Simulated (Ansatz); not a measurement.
Relaxation of AlClH3N (6 atoms, charge 0, multiplicity 1), to a largest force component of 0.015 eV/Å in at most 40 steps.

The calculation used RKS BHLYP/def2-SVPD in Ansatz.

```xyz
6
Properties=species:S:1:pos:R:3
N -0.928 0.032 -0.664
Al 0.428 -0.134 0.598
Cl 1.420 -2.079 0.794
H -1.197 1.089 -0.644
H -0.555 -0.093 -1.636
H 0.875 1.121 1.505
```

Where does it end, and by what steps?

It converged. After 5 steps the energy has fallen by 0.640 eV; H5 moved furthest, 0.46 Å.

```
step  energy less start (eV)  largest force component (eV/Å)  accepted
   0                  0.0000                           2.844       yes
   1                 -0.3103                           1.773       yes
   2                 -0.5886                           0.334       yes
   3                 -0.6277                           0.313       yes
   4                 -0.6373                           0.087       yes
   5                 -0.6400                           0.010       yes
```

```xyz
6
Properties=species:S:1:pos:R:3
N -0.637 0.255 -0.720
Al 0.478 -0.064 0.605
Cl 1.419 -1.957 0.652
H -1.147 1.112 -0.844
H -0.853 -0.393 -1.457
H 0.782 0.982 1.718
```

The run took 9.7 s on 2 threads of AMD EPYC 9R14 (Zen 4), with other jobs on the host, peak memory 0.19 GiB.
